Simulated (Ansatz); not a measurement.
A calculation with Ansatz (development build ahead of 0.2.0).

```yaml
crystal:
  periodic: [false, false, false]
  atoms:
    - { symbol: Na, position_ang: [0.0, 0.0, -1.01023] }
    - { symbol: O, position_ang: [0.0, 0.0, 1.00215] }
    - { symbol: H, position_ang: [0.0, 0.70258, 1.54766] }
    - { symbol: H, position_ang: [0.0, -0.70258, 1.54766] }
basis:
  gaussian: { orbitals: cc-pVDZ }
total_charge: 1
hamiltonian:
  xc: hf
correlation:
  method: mp2
  frozen_orbitals: { H: 0, Na: 1, O: 1 }
```

The input is written out in the form of the current development build from the run's settings.

Results

```
Converged                       : yes
Reference energy                : -237.73087 hartree
Correlation energy              : -0.19984 hartree
Total energy                    : -237.93072 hartree
Spin squared of the determinant : 0.000
```
